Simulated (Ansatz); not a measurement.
**Could Li₄SO exist in this structure?**

Plane-wave DFT in Ansatz with scalar-relativistic PAW potentials. The crystal relaxes under PBEsol to R-3m with a = 3.687 Å, c = 17.457 Å, 11.41 Å³/atom. No spin polarisation. The structure is a made-up candidate, not known to be the stable one.

```cif
data_structure
_symmetry_space_group_name_H-M 'R-3m:H'
_symmetry_Int_Tables_number 166
_cell_length_a 3.6866
_cell_length_b 3.6866
_cell_length_c 17.4570
_cell_angle_alpha 90.000
_cell_angle_beta 90.000
_cell_angle_gamma 120.000
_cell_volume 205.47
loop_
_atom_site_label
_atom_site_type_symbol
_atom_site_symmetry_multiplicity
_atom_site_Wyckoff_symbol
_atom_site_fract_x
_atom_site_fract_y
_atom_site_fract_z
_atom_site_occupancy
Li1 Li 6 c 0.66667 0.33333 0.94479 1
Li2 Li 6 c 0.33333 0.66667 0.80316 1
S1 S 3 a 0.00000 0.00000 0.00000 1
O1 O 3 b 0.66667 0.33333 0.83333 1
```

Question: Test it against the elements, against displacements at the zone centre and against strain.

Answer:
- Energy over the elements: -1.505 eV/atom (PBEsol, standard states in the same functional, gases uncorrected)
- Optical modes at Γ: all 15 real, 151 to 498 cm⁻¹ (PBEsol, without the LO-TO term)
- Least eigenvalue of the elastic tensor: 18 GPa (PBEsol)

It passes all three tests. So it is a local minimum against everything tried and bound against the elements. Modes at other wave vectors, other structures and decomposition into other compounds weren't tested here.